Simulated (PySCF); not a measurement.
Structure problem from calculated spectra and properties.

Formula: C4H10.

| Property | Result |
| --- | --- |
| Polarisability | 51.2 au [wB97X-D/def2-SVPD] |
| Triplet | lowest triplet excitation (Tamm–Dancoff): 8.98 eV [TDA wB97X-D/def2-SVPD] |
| 13C NMR | chemical shifts (computed TMS as zero) by class: 27.6 (1 C), 26.6 (3 C) ppm [GIAO PBE0/pcSseg-1] |
| Rotational structure | rotational constants A, B, C: 7.876, 7.873, 4.580 GHz [GFN2-xTB] |
| UV, strongest line | among the 8 lowest singlet transitions: S5/S6/S7 at 10.17 eV (122 nm, f = 0.357 summed over these states) [TDDFT wB97X-D/def2-SVPD] |
| UV, first state | lowest singlet excitation: 9.16 eV (135 nm, f = 0.006) [TDDFT wB97X-D/def2-SVPD] |

The electronic properties come from PySCF, for the isolated species, density fitting. Levels stand in brackets. Isolated species at its GFN2-xTB geometry, gas phase. Each NMR value is the plain mean over a class of atoms that symmetry, rotation or inversion makes alike.

Q: Propose a structure and show how it fits.

A: Numbering: `[CH3:1][CH:2]([CH3:3])[CH3:4]`. Its formula, C4H10, gives 0 degrees of unsaturation, so no ring and no π bond. 4 carbons fall into 2 classes; from least to most shielded: sp3 CH carbon [C2] (27.6 ppm), methyl carbon [C1/C3/C4] (26.6 ppm, 3 C). The optimised geometry has point group C3v and is an oblate symmetric top (the spread among constants that symmetry makes equal is optimisation noise). Structure: isobutane (`CC(C)C`). Computed isomers that give other values at the same levels: `CCCC` (butane) (13C chemical shifts (computed TMS as zero) by class: 30.4 (2 C), 17.5 (2 C) ppm). The assignments are read from this structure; whether some other isomer fits the data as well wasn't checked.
